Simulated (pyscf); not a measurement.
Structures and frequencies: ωB97X-D3(BJ)/def2-SVP in PySCF.

Problem. cyclic H₄O₂Si₂ (SMILES O1[SiH2]O[SiH2]1) + difluorocarbene (F–C:–F) [singlet] -> cyclic H₃FO₂Si₂ (SMILES F[SiH]1O[SiH2]O1) + :HC–F [singlet]
Surface: singlet. Broken: H–Si, C–F. Formed: F–Si, C–H. Give ΔE‡ and ΔE from HF/def2-TZVP, relative to the separated reactants.

Solution. ΔE‡ = 43.4 kcal/mol, ΔE = -21.7 kcal/mol. ωB97M-D3(BJ)/def2-TZVP gives 21.8 kcal/mol and -18.1 kcal/mol. Zero-point energy shifts the barrier by +1.4 kcal/mol. It is a four-centre exchange, with an imaginary mode of 234i cm⁻¹. On the reactant side the descent ends in an adduct with a Si–Si contact (not fully relaxed), 1.2 kcal/mol under the separated species and 22.7 kcal/mol under the saddle at ωB97X-D3(BJ)/def2-TZVP. On the product side the descent ends in an adduct with a Si–Si contact (not fully relaxed), 2.8 kcal/mol under the separated species and 41.9 kcal/mol under the saddle at ωB97X-D3(BJ)/def2-TZVP. cyclic H₄O₂Si₂ (SMILES O1[SiH2]O[SiH2]1) is closed by a dative Si–Si contact. cyclic H₃FO₂Si₂ (SMILES F[SiH]1O[SiH2]O1) is closed by a dative Si–Si contact. One saddle was located; it need not be the lowest between these sides. A restricted singlet here is unstable towards spin polarisation, as is usual where a triplet lies low; its energy is less safe.
